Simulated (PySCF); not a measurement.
Where the electron goes

Phosphonium, PH₄ (charge +1).
Structure used (PBE0-D3(BJ)/def2-SVP), in Å, numbered top down from 1:
```
atom  x, y, z in Å
P1     0.0035    0.0011   -0.0068
H2    -0.7534   -0.8809   -0.8031
H3     0.3420   -0.6330    1.2049
H4    -0.7549    1.1572    0.2639
H5     1.1800    0.3613   -0.6932
```

Theory: PySCF 2.14.0, density-fitted response routines, TDDFT B3LYP/def2-SVPD, vertical, gas phase, core orbitals frozen in the response.

Frontier orbitals with the atoms that hold most of them (Löwdin shares over 4%, at most four atoms):

| orbital | ε (eV) | atoms |
| --- | --- | --- |
| HOMO-3 | -26.16 | P1 47%, H2 13%, H4 13%, H3 13% |
| HOMO-2 | -18.88 | P1 49%, H3 32%, H2 9%, H4 6% |
| HOMO-1 | -18.88 | P1 49%, H5 30%, H2 13% |
| HOMO | -18.88 | P1 49%, H4 28%, H2 16%, H5 4% |
| LUMO | -6.19 | P1 56%, H4 15%, H2 12%, H5 8% |
| LUMO+1 | -6.19 | P1 56%, H5 16%, H2 10%, H3 9% |
| LUMO+2 | -6.19 | P1 56%, H3 16%, H2 10%, H4 9% |

Within 0.005 eV of a neighbour in this list lie HOMO-2/HOMO-1/HOMO and LUMO/LUMO+1/LUMO+2 (point group found: Td); within a degenerate set the shares of single atoms can hang on how the components are chosen.

Question: How does S1 compare with the orbital gap of 12.69 eV?

Answer: S1 is at 11.11 eV (f = 0.0000), 1.57 eV below the gap, made of HOMO-2/HOMO-1/HOMO→LUMO/LUMO+1/LUMO+2 (99%). S1/S2/S3 lie within about 0.01 eV of each other. 

Next come S2 at 11.11 eV (f 0.0000), HOMO-2/HOMO-1/HOMO→LUMO/LUMO+1/LUMO+2 (99%); S3 at 11.11 eV (f 0.0000), HOMO-2/HOMO-1/HOMO→LUMO/LUMO+1/LUMO+2 (≥96%); S4 at 11.38 eV (f 0.0000), HOMO-2/HOMO-1/HOMO→LUMO/LUMO+1/LUMO+2 (≥73%); S5 at 11.38 eV (f 0.0000), HOMO-2/HOMO-1/HOMO→LUMO/LUMO+1/LUMO+2 (≥79%).

Orbitals of the list HOMO-3 to LUMO+2 that lie within 0.01 eV of each other are written together with a slash and their weights summed (≥ marks a lower bound); for degenerate orbitals outside that list single weights are arbitrary.

Löwdin shares depend on the basis, the more so with diffuse functions.

Hardware: an Arm Neoverse V1 with one thread, no GPU, on a shared host. Cost: 4.3 s.
